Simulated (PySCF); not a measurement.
**Electronic absorption of cyclopropyl methyl ketone**

Compound: cyclopropyl methyl ketone, C5H8O.
Structure used (GFN2-xTB), in Å, numbered top down from 1:
```xyz
14
C5H8O angstrom
C      2.149    0.035   -0.326
C      0.807   -0.390    0.222
O      0.689   -1.203    1.108
C     -0.355    0.274   -0.418
C     -1.563    0.560    0.447
C     -1.630   -0.527   -0.560
H      2.193   -0.183   -1.391
H      2.949   -0.490    0.188
H      2.273    1.108   -0.194
H     -0.115    0.983   -1.199
H     -1.484    0.279    1.487
H     -2.101    1.478    0.268
H     -1.597   -1.546   -0.204
H     -2.215   -0.381   -1.455
```

Level of theory: PySCF, TDDFT B3LYP/def2-SVPD, vertical, gas phase, core orbitals frozen in the response.

```json
{"state": "S1", "E (eV)": "4.54", "ν̃ (cm⁻¹)": "36600", "f": "0.0000", "symmetry": "–", "main configurations (H = HOMO, L = LUMO)": "H→L (99%)"}
{"state": "S2", "E (eV)": "6.59", "ν̃ (cm⁻¹)": "53130", "f": "0.022", "symmetry": "A′", "main configurations (H = HOMO, L = LUMO)": "H→L+1 (98%)"}
{"state": "S3", "E (eV)": "6.99", "ν̃ (cm⁻¹)": "56390", "f": "0.167", "symmetry": "A′", "main configurations (H = HOMO, L = LUMO)": "H-1→L (82%), H→L+2 (11%)"}
{"state": "S4", "E (eV)": "7.00", "ν̃ (cm⁻¹)": "56490", "f": "0.0053", "symmetry": "A″", "main configurations (H = HOMO, L = LUMO)": "H-2→L (98%)"}
{"state": "S5", "E (eV)": "7.28", "ν̃ (cm⁻¹)": "58740", "f": "0.013", "symmetry": "A′", "main configurations (H = HOMO, L = LUMO)": "H→L+2 (61%), H→L+4 (31%)"}
{"state": "S6", "E (eV)": "7.37", "ν̃ (cm⁻¹)": "59470", "f": "0.031", "symmetry": "A′", "main configurations (H = HOMO, L = LUMO)": "H→L+4 (65%), H→L+2 (25%)"}
{"state": "S7", "E (eV)": "7.38", "ν̃ (cm⁻¹)": "59490", "f": "0.0010", "symmetry": "–", "main configurations (H = HOMO, L = LUMO)": "H→L+3 (98%)"}
{"state": "S8", "E (eV)": "7.87", "ν̃ (cm⁻¹)": "63450", "f": "0.0003", "symmetry": "–", "main configurations (H = HOMO, L = LUMO)": "H-1→L+1 (96%)"}
```

Triplets (Tamm–Dancoff): T1 4.02 eV, H→L (98%); T2 5.58 eV, H-1→L (82%), H-3→L (10%); T3 6.51 eV, H→L+1 (97%).

The lowest singlet comes at 273 nm (438 kJ/mol) in the ultraviolet; it is dark (f under 0.0005); its leading configuration is HOMO→LUMO (99%). The most intense listed level is S3 at 6.99 eV (177 nm, f = 0.167), 2.45 eV above S1. S6/S7 lie within about 0.01 eV of each other. S1 has the pattern of n→π* at C=O. Weighted by f, the mean energy of these states is 7.02 eV. The oscillator strengths of these states sum to 0.240; summed over the whole spectrum of an exact calculation they would give the number of electrons, 46 (Thomas–Reiche–Kuhn). Of the 8 states listed, 4 reach f = 0.01 and 2 stay under 0.0005. No computed singlet lies in the visible range (380 to 750 nm); the lowest, at 273 nm, stands 1.28 eV above its violet end (3.26 eV). Symmetry labels in Cs follow from the direction of the transition dipole and are given only for states with f of 0.002 or more. The window holds the lowest 8 singlets.

One conformer stands for the species.
